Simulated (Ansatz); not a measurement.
# Scan of HB–NH2, doublet

Starting geometry (PBE0/def2-TZVP stationary point for this spin, not checked as a minimum):

| atom | x (Å) | y (Å) | z (Å) |
| --- | --- | --- | --- |
| B | 0.0000 | -0.1798 | 0.7865 |
| N | 0.0000 | 0.0674 | -0.5650 |
| H | 0.0000 | 0.6578 | 1.6392 |
| H | 0.0000 | 0.9957 | -0.9652 |
| H | 0.0000 | -0.6620 | -1.2589 |

From there N2, H4, H5 move together along the line of the two atoms named below, all else staying in place; atoms are numbered as listed. Energies are in kcal/mol, counted from the starting geometry at the same level.

Basis cc-pVDZ; Ansatz 0.2.0. Only valence electrons are correlated (noble-gas cores frozen). R marks a restricted (for open shells ROHF) determinant, U an unrestricted one.

Unrestricted rows (U) aren't spin-pure: their determinants' ⟨S²⟩ exceeds S(S+1) by up to 0.49, so they mix in states of higher spin. Coupled cluster chose its determinant by trial CCSD, here up to 0.26 eV above the lowest Hartree–Fock solution of its kind. The reference follows the lowest state, whose symmetry changes along the scan.

Full CI isn't at hand for all of this; UCCSDT(Q) serves as the reference, and is uncertain by about the last step of the cluster series. The frozen core follows each run's orbitals, which can shift R against U totals by a few meV.

```json
{"distance B1-N2 (Å)": "1.118", "RMP2": "64.5"}
{"distance B1-N2 (Å)": "1.253", "RMP2": "12.0"}
{"distance B1-N2 (Å)": "1.374", "RMP2": "0.0"}
{"distance B1-N2 (Å)": "1.532", "RMP2": "8.4"}
{"distance B1-N2 (Å)": "1.696", "RMP2": "29.5"}
{"distance B1-N2 (Å)": "1.926", "RMP2": "64.4"}
{"distance B1-N2 (Å)": "2.523", "RMP2": "134.1"}
{"distance B1-N2 (Å)": "3.021", "RMP2": "131.0"}
{"distance B1-N2 (Å)": "3.709", "RMP2": "129.7"}
{"distance B1-N2 (Å)": "4.746", "RMP2": "129.7"}
```

Problem. Estimate the UCCSDT(Q) curve in cc-pVDZ from this one, knowing how RMP2 errs.

Solution. The computed UCCSDT(Q) values, in kcal/mol from the starting point, and the error of RMP2 against them:
```json
{"distance B1-N2 (Å)": "1.118", "UCCSDT(Q)": "65.5", "RMP2 less UCCSDT(Q)": "-1.0"}
{"distance B1-N2 (Å)": "1.253", "UCCSDT(Q)": "12.5", "RMP2 less UCCSDT(Q)": "-0.5"}
{"distance B1-N2 (Å)": "1.374", "UCCSDT(Q)": "0.0", "RMP2 less UCCSDT(Q)": "0.0"}
{"distance B1-N2 (Å)": "1.532", "UCCSDT(Q)": "7.6", "RMP2 less UCCSDT(Q)": "0.8"}
{"distance B1-N2 (Å)": "1.696", "UCCSDT(Q)": "27.6", "RMP2 less UCCSDT(Q)": "1.9"}
{"distance B1-N2 (Å)": "1.926", "UCCSDT(Q)": "60.4", "RMP2 less UCCSDT(Q)": "4.0"}
{"distance B1-N2 (Å)": "2.523", "UCCSDT(Q)": "121.8", "RMP2 less UCCSDT(Q)": "12.3"}
{"distance B1-N2 (Å)": "3.021", "UCCSDT(Q)": "118.8", "RMP2 less UCCSDT(Q)": "12.2"}
{"distance B1-N2 (Å)": "3.709", "UCCSDT(Q)": "117.7", "RMP2 less UCCSDT(Q)": "12.0"}
{"distance B1-N2 (Å)": "4.746", "UCCSDT(Q)": "117.8", "RMP2 less UCCSDT(Q)": "11.9"}
```

The error spans 13.3 kcal/mol and is largest, 12.3 kcal/mol, at 2.523 Å.
